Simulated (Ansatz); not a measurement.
C2H8Si (`CC[SiH3]`). Total charge 0; spin multiplicity 1. The structure was optimised at the PBE0-D4/def2-TZVP level.

```xyz
11

C    -0.620    0.686   -1.079
C     0.223    0.650    0.193
Si    0.440   -1.077    0.894
H    -0.728    1.704   -1.461
H    -1.625    0.294   -0.902
H    -0.171    0.083   -1.872
H    -0.227    1.278    0.969
H     1.217    1.069    0.005
H     1.107   -1.961   -0.103
H    -0.884   -1.673    1.225
H     1.269   -1.052    2.130
```

**Question.** What is the dipole moment at B3LYP/def2-TZVPP? (Estimate.)

**Answer.** The calculation gave: 0.89 D, with components (-0.09, 0.82, -0.32) D in this frame, pointing from negative to positive charge.

**Question.** And with PBE, r2SCAN, ωB97M-V? (An estimate is asked.)

**Answer.** Ansatz gave: PBE 0.94 D, r2SCAN 0.94 D, ωB97M-V 0.89 D.

**Question.** Give the Mulliken charges with B3LYP, PBE, ωB97M-V in def2-TZVPP. (Estimate.)

**Answer.** Ansatz gave: 
```tsv
atom	B3LYP	PBE	ωB97M-V
C1	-0.26	-0.26	-0.32
C2	-0.21	-0.20	-0.29
Si3	0.28	0.21	0.19
H4	0.08	0.08	0.11
H5	0.09	0.09	0.11
H6	0.09	0.09	0.11
H7	0.08	0.09	0.10
H8	0.08	0.09	0.10
H9	-0.08	-0.06	-0.04
H10	-0.08	-0.06	-0.04
H11	-0.07	-0.06	-0.04
```

B3LYP here is the variant with VWN-RPA as its local correlation; programs differ in this.
